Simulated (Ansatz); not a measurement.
# AlH4OSi radical: one species, many methods

The task here is to estimate one member of a computed series from the others.

Program: Ansatz 0.2.0, Gaussian basis. Level of theory: functionals in def2-TZVPP, the program's frozen cores in correlated methods. These are calculated values, not measurements.

Plan: LDA (SPW92), PBE-D4, revPBE-D4, BLYP-D4, r2SCAN-D4, B97M-V, PBE0-D4, B3LYP-D4, r2SCANh-D4, r2SCAN0-D4, HSE06-D4, BHLYP-D4, CAM-B3LYP-D4, LC-ωPBE, ωB97X-V, ωB97M-V, B2PLYP, PBE-QIDH; CCSD(T)/def2-SVP; CCSD(T)/def2-TZVPP; MP2/def2-QZVPP; extrapolation to the limit; RPA on PBE.

## Structure used throughout

All runs share one geometry, relaxed beforehand with PBE0-D4 in a triple-zeta def2 set.

SMILES `[AlH][O][SiH3]`, 7 atoms, charge 0, spin multiplicity 2.

Atoms are counted from 1 here; the program's logs count them from 0.

Bond lengths: Al1–O2 1.689 Å, Al1–H4 1.608 Å, O2–Si3 1.627 Å, Si3–H5 1.487 Å, Si3–H6 1.487 Å, Si3–H7 1.488 Å. Angles: O2–Al1–H4 116.0°, Al1–O2–Si3 169.6°, O2–Si3–H5 110.0°, O2–Si3–H6 110.2°, O2–Si3–H7 110.3°, H5–Si3–H6 108.8°, H5–Si3–H7 108.7°, H6–Si3–H7 108.8°.

The first run:

Input file in.yaml:

```yaml
crystal:
  periodic: [false, false, false]
  atoms:
    - {symbol: Al, position_ang: [-1.643687, -1.503655, -0.201117]}
    - {symbol: O, position_ang: [-0.403041, -0.368636, -0.047346]}
    - {symbol: Si, position_ang: [0.870949, 0.567401, 0.335828]}
    - {symbol: H, position_ang: [-2.580134, -1.352766, -1.500161]}
    - {symbol: H, position_ang: [1.204439, 1.463622, -0.802673]}
    - {symbol: H, position_ang: [0.554908, 1.401190, 1.526191]}
    - {symbol: H, position_ang: [2.057767, -0.275156, 0.643478]}
basis:
  gaussian: {orbitals: def2-TZVPP}
magnetization: {spin_polarized: true, initial_magnetization: 1}
hamiltonian: {xc: lda}
output: {orbitals: {seedname: orbitals}}
```

Among the steps run: LDA; PBE-D4 (GGA); revPBE-D4 (GGA); BLYP-D4 (GGA); r2SCAN-D4 (meta-GGA); B97M-V (meta-GGA); PBE0-D4 (hybrid); B3LYP-D4 (hybrid); r2SCANh-D4 (hybrid); r2SCAN0-D4 (hybrid); HSE06-D4 (hybrid); BHLYP-D4 (hybrid); CAM-B3LYP-D4 (range-separated); LC-ωPBE-D4 (range-separated; the results give it without D4); ωB97X-V (range-separated); ωB97M-V (range-separated); B2PLYP (double hybrid); PBE-QIDH (double hybrid).

One table of the session follows, with a row left open; its other results are not shown here.

It belongs to the step «Orbital energies across the functionals». 

```
  functional  HOMO (eV)  LUMO (eV)  gap (eV)
 LDA (SPW92)      -4.70      -3.50      1.20
      PBE-D4      -4.75      -3.17      1.59
   revPBE-D4      -4.75      -3.04      1.71
     BLYP-D4      -4.57      -3.21      1.36
   r2SCAN-D4      -5.06      -2.70      2.36
      B97M-V      -4.75      -3.66      1.09
     PBE0-D4          ?          ?         ?
    B3LYP-D4      -5.53      -2.72      2.81
  r2SCANh-D4      -5.43      -2.45      2.98
  r2SCAN0-D4      -5.98      -2.08      3.90
    HSE06-D4      -5.38      -2.70      2.68
    BHLYP-D4      -6.62      -1.66      4.96
CAM-B3LYP-D4      -6.94      -1.54      5.41
     LC-ωPBE      -8.30      -0.17      8.13
     ωB97X-V      -7.84      -0.68      7.16
     ωB97M-V      -7.42      -0.85      6.57
```

**Question.** Estimate the row for PBE0-D4.

As computed: HOMO (eV): -5.77; LUMO (eV): -2.32; gap (eV): 3.45. In the column «HOMO (eV)» it lies between r2SCAN0-D4 (-5.98) and B3LYP-D4 (-5.53).
